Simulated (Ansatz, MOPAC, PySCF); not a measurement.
Molecule: C3H7O, charge 0, multiplicity 2. SMILES: CC(O)[CH2]
Geometry: optimised at B3LYP-D3(BJ)/def2-TZVP (Ansatz, a first-principles code).

Unscaled harmonic wavenumbers (cm⁻¹) in rising order, each level at the stationary point that it reaches from this structure (no distance between atoms moves by over 0.3 Å); the order of modes can differ between levels, and a negative number is imaginary. B3LYP-D3(BJ)/def2-TZVP (PySCF, at the structure above): 122, 255, 280, 362, 420, 430, 551, 838, 910, 972, 1049, 1103, 1162, 1236, 1339, 1392, 1399, 1453, 1491, 1497, 2869, 3027, 3088, 3110, 3161, 3272, 3802.

AM1 (MOPAC): 138, 164, 232, 389, 462, 510, 721, 960, 1007, 1023, 1133, 1188, 1294, 1321, 1378, 1387, 1391, 1414, 1429, 1570, 2983, 3068, 3075, 3161, 3236, 3240, 3503. Zero-point energy 59.2 against 58.0 kcal/mol; where all levels lie over 400 cm⁻¹, the wavenumbers are on average 1.052 times those of B3LYP-D3(BJ)/def2-TZVP.

PM6 (MOPAC): 109, 138, 172, 356, 397, 471, 820, 883, 943, 967, 1076, 1145, 1160, 1193, 1236, 1244, 1250, 1301, 1327, 1394, 2543, 2655, 2696, 2698, 2745, 2782, 2792. Zero-point energy 52.2 against 58.0 kcal/mol; where all levels lie over 400 cm⁻¹, the wavenumbers are on average 0.958 times those of B3LYP-D3(BJ)/def2-TZVP.

PM7 (MOPAC): 131, 170, 178, 361, 421, 487, 819, 923, 971, 1001, 1080, 1175, 1182, 1218, 1267, 1288, 1293, 1357, 1380, 1425, 2656, 2679, 2681, 2737, 2781, 2785, 2822. Zero-point energy 53.3 against 58.0 kcal/mol; where all levels lie over 400 cm⁻¹, the wavenumbers are on average 0.980 times those of B3LYP-D3(BJ)/def2-TZVP.

B3LYP/6-31G* (Ansatz): 123, 261, 303, 355, 405, 417, 536, 845, 915, 982, 1058, 1115, 1178, 1250, 1360, 1418, 1425, 1474, 1522, 1528, 2876, 3042, 3106, 3135, 3182, 3291, 3743. Zero-point energy 58.4 against 58.0 kcal/mol; where all levels lie over 400 cm⁻¹, the wavenumbers are on average 1.006 times those of B3LYP-D3(BJ)/def2-TZVP.
